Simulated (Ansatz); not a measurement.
Relaxation of AlH6NS (9 atoms, charge 0, multiplicity 1), to a largest force component of 0.03 eV/Å in at most 50 steps.

Method: Ansatz 0.2.0, RKS PBE/def2-SVP.

```xyz
9
Properties=species:S:1:pos:R:3
Al -0.090 0.549 -0.507
N -0.038 0.079 2.554
H -0.820 -0.231 3.144
H 0.836 -0.145 3.046
H 1.392 0.090 -0.875
H -1.452 -0.190 -0.892
S -0.242 2.631 0.342
H -1.605 2.615 0.375
H -0.092 1.119 2.459
```

Problem. Where does it end, and by what steps?

Solution. The run converged. After 9 steps the energy has fallen by 0.853 eV; H3 moved furthest, 0.62 Å. Joined: Al1–N2 (3.10 → 2.10 Å).

```csv
step,energy less start (eV),largest force component (eV/Å),accepted
0,0.0000,0.785,yes
1,-0.2317,0.640,yes
2,-0.5580,0.770,yes
3,-0.7795,0.571,yes
4,-0.7674,1.609,no
5,-0.8330,0.244,yes
6,-0.8493,0.148,yes
7,-0.8456,0.176,no
8,-0.8524,0.046,yes
9,-0.8526,0.019,yes
```

```xyz
9
Properties=species:S:1:pos:R:3
Al -0.100 0.538 0.107
N -0.014 0.168 2.170
H -0.791 -0.395 2.546
H 0.867 -0.265 2.484
H 1.365 0.051 -0.333
H -1.433 -0.262 -0.305
S -0.287 2.791 0.213
H -1.649 2.784 0.169
H -0.071 1.108 2.595
```

Whether the end is a true minimum wasn't checked by a vibrational analysis.

Run time: 22 s on 1 thread of Arm Neoverse V2, with other jobs on the host, peak memory 0.12 GiB.
